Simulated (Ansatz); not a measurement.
System: α-phase Ga. Method: revPBE in Ansatz (plane waves, PAW).

Settings: plane-wave cutoff 520 eV, 14×14×12 k mesh (along the axes of the cell as run), Fermi–Dirac smearing 0.05 eV, scalar-relativistic PAW data made under PBE.

Equation-of-state points:

| V (Å³/atom) | E − E_lowest (meV/atom) |
|---|---|
| 20.035 | 5.09 |
| 20.453 | 1.24 |
| 20.870 | 0.00 |
| 21.287 | 1.05 |
| 21.705 | 4.12 |

### Question
Estimate the bulk modulus and its pressure derivative from these points.

### Answer
V0 = 20.878 Å³/atom, B0 = 43.8 GPa, B′ = 5.5 (fit to the energies at full precision).

Shape and atoms are relaxed at each volume.

Note: the bulk modulus comes from volumes at which shape and atoms were relaxed.

Ansatz is a program for electronic structure.
